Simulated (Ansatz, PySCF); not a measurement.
Molecule: chloro(difluoro)methane, CHClF$_{2}$, net charge 0, singlet state. SMILES: FC(F)Cl
Coordinates optimised at B3LYP-D3(BJ)/def2-TZVP (Ansatz, a quantum-chemistry and plane-wave program):
```xyz
5

F     -0.9293     1.1547    -0.2887
C     -0.4772     0.0446     0.3178
F     -1.0941    -1.0146    -0.2314
Cl     1.2802    -0.0951     0.0818
H     -0.6909     0.0890     1.3835
```
Charge 0, spin multiplicity 1.

M06-2X/6-31G* (5d) beside other levels, property by property. Set-up: open shells spin-unrestricted; frozen cores in correlated levels; no dispersion term unless named; six Cartesian d functions in 6-31G* and its kin unless marked 5d; non-relativistic; atomisation electronic, to ground-state atoms; no spin-orbit coupling. CBS(X,Y): correlation extrapolated as X^-3; Hartree-Fock from the larger set. [CCSD(T)-MP2]/basis is that difference in the basis named. First-principles rows: single points at B3LYP-D3(BJ) geometries (Ansatz), with unscaled harmonic terms from B3LYP/6-31G* (Ansatz) at its own minima, enthalpies of formation by atomisation with measured atoms.

Measured values: Active Thermochemical Tables 1.112 (ions: stationary electron), as tabulated in the package chemicals; they hold spin-orbit and core effects, anharmonicity. Coupled cluster (Ansatz) is a level with limits of its own, used here on species with T1 under 0.025 (0.045 for open shells) and stable references: (a) RI-MP2/CBS(aug-cc-pV(T+d)Z,aug-cc-pV(Q+d)Z)+[CCSD(T)-MP2]/aug-cc-pV(T+d)Z; (b) RI-MP2/CBS(cc-pV(T+d)Z,cc-pV(Q+d)Z)+[CCSD(T)-MP2]/cc-pV(T+d)Z.

```csv
property,M06-2X/6-31G* (5d) (PySCF),HF/STO-3G (Ansatz),PBE/def2-TZVPD (Ansatz),B3LYP-D3(BJ)/def2-TZVPD (Ansatz + dftd3),to compare with
"C-H bond dissociation enthalpy at 298 K, to F[C](F)Cl + H atom (kcal/mol)",100.5,89.9,94.9,98.4,102.8 coupled cluster (b)
"C-Cl bond dissociation enthalpy at 298 K, to F[CH]F + Cl atom (kcal/mol)",86.2,53.0,86.9,81.4,87.5 coupled cluster (a)
enthalpy of formation at 298 K (kcal/mol),-118.7,17.1,-135.9,-112.4,-115.4 measured
atomisation energy (kcal/mol),419.2,283.4,436.3,412.8,417.8 coupled cluster (a)
```

As the rows show:
- C-H bond dissociation enthalpy at 298 K, to F[C](F)Cl + H atom: M06-2X/6-31G* (5d) lies 2.3 kcal/mol below coupled cluster.
- C-Cl bond dissociation enthalpy at 298 K, to F[CH]F + Cl atom: M06-2X/6-31G* (5d) lies 1.3 kcal/mol below coupled cluster.
- enthalpy of formation at 298 K: M06-2X/6-31G* (5d) lies 3.3 kcal/mol below the measured value.
- atomisation energy: M06-2X/6-31G* (5d) lies 1.4 kcal/mol above coupled cluster.

The properties are those with a value to compare with, at most eight drawn at random. No case is left out for the size of its miss. Left out are saddle points of the reference geometry, anions that the best level run finds unbound, excited spin states, species near biochemistry, 298 K rows of species without real B3LYP wavenumbers, cases with under five habitual levels, runs that failed or that the program found above a lower state of the same kind, table entries that another table contradicts, and a share of species set aside by lot.
